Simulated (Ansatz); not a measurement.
```yaml
crystal:
  periodic: [false, false, false]
  atoms:
    - {symbol: C, position_ang: [-0.115721, 0.550905, -0.643137]}
    - {symbol: S, position_ang: [0.649078, -0.006793, 3.650596]}
    - {symbol: S, position_ang: [0.279334, -3.744383, 0.209235]}
    - {symbol: H, position_ang: [-2.575808, 1.379543, -1.278809]}
    - {symbol: H, position_ang: [1.886317, 1.638884, -2.039894]}
basis:
  gaussian: {orbitals: cc-pVDZ}
hamiltonian: {xc: {name: wB97X}}
scf: {lower_state_search: off}
```

```sh
$ ansatz run in.yaml --threads 2 --pin off --events-out ev --progress --plain --max-ram 4352MiB
```

Output, abridged:

```
Functional definition: wB97X
608 factors; integrals over basis functions are off by at most 4.9e-4 eV
183 factors; integrals over basis functions are off by at most 3.7e-5 eV
mean field evaluation 1: about -22647.3424 eV, gradient 5.9e1 eV
mean field evaluation 2: about -22231.6342 eV, gradient 2.2e2 eV
mean field evaluation 4: about -22482.6697 eV, gradient 1.6e2 eV
mean field evaluation 8: about -22707.6425 eV, gradient 3.4e1 eV
mean field evaluation 16: about -22716.2833 eV, gradient 4.0e-1 eV
mean field evaluation 32: about -22716.3736 eV, gradient 5.0e-1 eV
mean field -22716.37580455 eV, -834.8114131048 hartree, gradient 2.1e-6 eV, S^2 0.000000; 0 other end points of the search recorded, 0 dependent functions left out
reference -22716.37576702 eV, -834.8114117256 hartree; 20, 20 occupied and 40, 40 virtual orbitals, 608 factors
Total energy: -22716.37576702 eV, -834.8114117256 hartree
Checks for a lower state left out: stability, starts, cluster_reference, orbital_swaps, neighbouring_geometries, increment
```

Task: What is wrong with this run?

Result: The geometry is stretched to more than twice its size. Self-consistency was reached. The result belongs to that input, not to the molecule as meant.
